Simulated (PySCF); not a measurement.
## Broadened absorption spectrum of 2-methyl-1,3-dithiolane

Species: 2-methyl-1,3-dithiolane, C4H8S2.
SMILES with atom numbers: `[CH3:1][CH:2]1[S:3][CH2:4][CH2:5][S:6]1` (hydrogens: H7, H8, H9 on C1; H10 on C2; H11, H12 on C4; H13, H14 on C5)

The calculation used TDDFT CAM-B3LYP/def2-SVPD, vertical, gas phase, core orbitals frozen in the response (PySCF). The structure is a single GFN2-xTB conformer in the gas phase; no vibrational or solvent corrections.

Broadening: Gaussians 0.5 eV wide at half height, area fixed by f = 4.319×10⁻⁹ ∫ε dν̃. The width is an assumption, not a result. The curve ends short of the highest state used, and states not computed would add to its high-energy end.

```tsv
λ (nm)	ε (L mol⁻¹ cm⁻¹)
199.5	3767
202.0	3037
204.5	2189
207.0	1419
209.5	832
212.0	445
214.5	220
217.0	102
219.5	50
221.9	33
224.4	34
226.9	47
229.4	66
231.9	89
234.4	112
236.9	132
239.4	144
241.9	149
244.3	145
246.8	133
249.3	116
251.8	96
254.3	76
256.8	58
259.3	42
261.8	29
264.3	20
266.7	13
269.2	8
271.7	5
274.2	3
276.7	2
279.2	1
281.7	1
284.2	0
286.6	0
```

Task: Where are the band maxima, and which computed states make them?

Result: 242 nm (5.13 eV), ε about 150, made up of S1 (43%) and S2 (57%) (ε in L mol⁻¹ cm⁻¹; maxima over ε = 5, shares over 10%). At its high-energy end, 6.21 eV, the curve is still rising (ε about 3700, from S3 and S4). The states used: S1 5.08 eV (f 0.0012); S2 5.17 eV (f 0.0016); S3 6.24 eV (f 0.014); S4 6.31 eV (f 0.058); S5 6.43 eV (f 0.0027); S6 6.66 eV (f 0.0026); S7 6.71 eV (f 0.015); S8 6.81 eV (f 0.016).

Task: What would ε be at 5.13 eV, the highest of these maxima, with half the width (0.25 eV)?

Result: About 278 L mol⁻¹ cm⁻¹ against 149, a factor of about 1.9; a lone state at its own centre would give exactly 2.

Task: On this curve, what absorbance would a 10⁻⁴ mol/L sample give at 266 nm over a 1 cm path?

Result: 266 nm is 4.661 eV, where ε is about 15 L mol⁻¹ cm⁻¹, so A = ε c l ≈ 0.0015 (Beer–Lambert, with the gas-phase spectrum and the assumed width).

Task: Coming from long wavelengths, where does ε first pass 100 L mol⁻¹ cm⁻¹?

Result: At about 251 nm (4.93 eV), 0.14 eV below S1.

Time: 24 s wall. Hardware: one thread, Arm Neoverse V2, on a shared host.
